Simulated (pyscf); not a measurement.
**Substitution at O: PH [triplet] + H₂O → HO–PH• + H•**

Gas phase, triplet surface, charge 0. Bonds broken: O3–H4. Bonds formed: P1–O3. PySCF, gas phase, ωB97X-D3(BJ)/def2-SVP geometries. Correlated levels are frozen-core, on RHF or UHF. ΔMP2 is the change of the MP2 total energy from the triple- to the quadruple-zeta basis.

Transition state (Å):

```xyz
5

P     -0.2222     0.2955     1.2599
H     -1.1109     1.3734     1.5504
O     -1.3813    -0.2402    -0.0651
H     -2.5101    -0.0465    -0.7267
H     -1.0192    -1.0373    -0.4968
```

One imaginary mode, 1800i cm⁻¹; descent along it reached the two sides named.

```json
[
 {"bond": "O3–H4", "change": "breaks", "reactant side (Å)": "0.965", "saddle": "1.323", "product side": "3.1"},
 {"bond": "P1–O3", "change": "forms", "reactant side (Å)": "3.1", "saddle": "1.840", "product side": "1.666"}
]
```

Electronic energies relative to the separated reactants (kcal/mol):

| level | barrier | reaction energy | reverse barrier |
|---|---|---|---|
| ωB97X-D3(BJ)/def2-TZVP | 46.8 | +26.4 | 20.3 |
| PBE/def2-TZVP | 33.9 | +26.0 | 7.9 |
| r²SCAN/def2-TZVP | 38.4 | +28.6 | 9.9 |
| B3LYP-D3(BJ)/def2-TZVP | 40.3 | +29.3 | 10.9 |
| PBE0-D3(BJ)/def2-TZVP | 41.7 | +28.2 | 13.5 |
| M06-2X/def2-TZVP | 46.2 | +29.0 | 17.2 |
| ωB97M-D3(BJ)/def2-TZVP | 45.9 | +28.6 | 17.3 |
| HF/def2-TZVP | 68.8 | +33.5 | 35.3 |
| MP2/def2-QZVPP | 52.3 | +31.1 | 21.2 |
| CCSD/def2-TZVPP | 56.2 | +36.7 | 19.5 |
| CCSD(T)/def2-TZVPP | 52.5 | +34.9 | 17.6 |
| CCSD(T)/def2-TZVPP + ΔMP2(QZVPP) | 51.6 | +34.2 | 17.4 |

With CCSD(T)/def2-TZVPP + ΔMP2(QZVPP) energies and thermal terms (ideal gas, 1 atm, RRHO with modes under 100 cm⁻¹ raised to 100, one conformer, R ln 2 for rigid chiral ones), in kcal/mol:

```
T (K)   ΔH‡   ΔG‡     ΔH     ΔG
-----  ----  ----  -----  -----
298    47.8  56.1  +30.7  +32.1
600    48.0  64.6  +31.3  +33.4
900    48.7  72.8  +32.3  +34.3
1200   49.4  80.7  +33.3  +34.8
```

HO–PH• + H• also meet on a surface of lower spin, which isn't treated here. This is the saddle that the search found; another between the same sides may lie lower. The angle at the attacked O is 149°. The CCSD(T) − MP2 part came from Ansatz, without density fitting, on the same reference.
